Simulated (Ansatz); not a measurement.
## HSi–AsH, quartet in cc-pVTZ: errors against UCCSDT(Q)

Geometry: a PBE0/def2-TZVP stationary point for this spin, not checked as a minimum.

```xyz
4

Si    0.0000   -0.1255    1.7465
As    0.0000    0.0508   -0.6765
H     0.0000    1.1822    2.4746
H     0.0000   -1.4642   -0.8530
```

Basis cc-pVTZ; Ansatz 0.2.0. Only valence electrons are correlated (noble-gas cores and the filled d shells of p-block atoms frozen), which leaves 11 electrons in 86 orbitals. R marks a restricted (for open shells ROHF) determinant, U an unrestricted one. Active spaces: valence = (11e, 10o) chosen from the atoms' valence shells. No spin–orbit coupling is included, and no scalar relativity.

Full CI isn't at hand for all of this; UCCSDT(Q) serves as the reference, and is uncertain by about the last step of the cluster series. The frozen core follows each run's orbitals, which can shift R against U totals by a few meV for light atoms and by up to 0.1 eV past Ca.

```
UHF ⟨S²⟩                          : 3.780
T1 diagnostic (RCCSD)             : 0.0302
largest doubles amplitude (RCCSD) : 0.046
T1 diagnostic (UCCSD)             : 0.0220
```

```tsv
level	E − E(UCCSDT(Q)) (mEh)	share of correlation (%)	wall time
UHF	242.24	2.98	–
UMP2	48.86	80.43	–
UCCSD	11.84	95.26	–
UCCSD(T)	2.12	99.15	6 s (H100)
UCCSDT	0.50	99.80	–
```

The correlation energy at UCCSDT(Q), counted from RHF, is -6.794 eV. That run took 19 s on 2 threads of AMD EPYC 7R13 with a shared H100 80 GB, shared host.

Run but not shown, since their state or frozen core can't be matched to the reference's or they repeat it: RHF, RMP2, RCCSD, RCCSD(T), BCCD(T), RCCSDT, RCCSDT(Q), CASSCF (valence space), NEVPT2 (valence space), MRCISD (valence space), MRCISD+Q (valence space).

Times hold each run's SCF and search for its determinant on a shared host, so for small cases they say little of a method's own cost.

Natural occupations of CASSCF (valence space) about the gap: 1.978 1.968 1.963 1.004 1.002 0.999 0.040 0.032 0.022; effectively unpaired electrons, Σ n²(2−n)², 3.02.
